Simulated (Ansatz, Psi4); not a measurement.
# Heat of formation of C2HClF2 (SMILES FC(F)=CCl) from total energies

C2HClF2 has 6 atoms, charge 0, and is taken as a singlet. SMILES: `FC(F)=CCl`. The shape is that of a PBE0-D4/def2-TZVP optimisation.

Total energies at TPSS/6-31G* (spherical functions) (Psi4 1.11); the atoms run unrestricted:

| species | state | energy (Eh) |
| --- | --- | --- |
| C2HClF2 | singlet | -736.675511 |
| F | doublet | -99.718054 |
| C | triplet | -37.851181 |
| Cl | doublet | -460.135490 |
| H | doublet | -0.497855 |

Harmonic wavenumbers at PBE0-D4/def2-TZVP, in cm⁻¹: 196, 242, 440, 589, 618, 782, 865, 1008, 1224, 1373, 1808, 3262.

Measured heats of formation of the gaseous atoms at 298.15 K, in kJ/mol: F 79.4, C 716.9, Cl 121.3, H 218.0. Spin-orbit lowering of the atoms at 298 K (mean of the ground term's levels less their thermal mean, from spectra), in kJ/mol: F 1.29, C 0.02, Cl 3.44. Take 1 Eh = 2625.50 kJ/mol, 1 cm⁻¹ = 0.0119627 kJ/mol, RT = 2.479 kJ/mol.

**Question.** Work out the heat of formation of the gas at 298 K.

**Answer.** 
1. Electronic atomisation energy: 2 × (-99.718054) + 2 × (-37.851181) + (-460.135490) + (-0.497855) − (-736.675511) = 0.903696 Eh = 2372.7 kJ/mol.
2. Zero-point energy: half the sum of the wavenumbers, 6203.5 cm⁻¹ = 74.2 kJ/mol.
3. Thermal vibrational enthalpy, Σ hcν̃/(exp(hcν̃/kT) − 1): 4.9 kJ/mol. Translation, rotation and pV of a non-linear molecule: 4 RT = 9.9 kJ/mol.
4. The 6 free atoms carry 5/2 RT each: 37.2 kJ/mol.
5. Spin-orbit coupling lowers the free atoms by 2 × 1.29 + 2 × 0.02 + 3.44 = 6.1 kJ/mol.
6. Atomisation enthalpy at 298 K: 2372.7 − 6.1 − 74.2 − 4.9 − 9.9 + 37.2 = 2314.8 kJ/mol.
7. Sum of the atoms' heats of formation: 1931.9 kJ/mol. Heat of formation: 1931.9 − 2314.8 = -382.9 kJ/mol.

The tabulated value is -315.5 kJ/mol (CRC Handbook of Chemistry and Physics; in doubt: it may be an older value or an estimate), so this level is off by -67.4 kJ/mol, or 3.0 % of the atomisation enthalpy that the table implies (2247.3 kJ/mol). Anharmonicity and any spin-orbit splitting of the molecule are left out.
